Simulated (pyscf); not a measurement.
PySCF, gas phase, ωB97X-D3(BJ)/def2-SVP geometries.

**Question.** Estimate the classical barrier height and the reaction energy of CH₄ (SMILES C) + H₃C–AlH–O–SiH₃ (SMILES [CH3][AlH][O][SiH3]) → H₃C–AlH–CH₃ (SMILES [CH3][AlH][CH3]) + HO–SiH₃ (SMILES O[SiH3]) at ωB97M-D3(BJ)/def2-TZVP. The step runs on the singlet surface, breaks C–H, Al–O and forms Al–C, H–O; take the separated reactants as zero.

**Answer.** ΔE‡ = 1.61 eV, ΔE = +1.82 eV. Zero-point energy shifts the barrier by -0.05 eV. It is a four-centre exchange, with an imaginary mode of 1244i cm⁻¹. On the product side the descent ends in an adduct with a Al–O contact, 0.93 eV under the separated species and 0.66 eV under the saddle at ωB97X-D3(BJ)/def2-TZVP. At ωB97M-D3(BJ) the saddle lies under the separated products, which points to a path from their complex (located at ωB97X-D3(BJ) alone), and parting the products costs more than the saddle. What is counted as broken (Al–O) persists as a longer contact in the product adduct; parting that adduct is a step of its own. At the saddle there is also a short Al–H contact that neither side keeps. One saddle was located; it need not be the lowest between these sides.
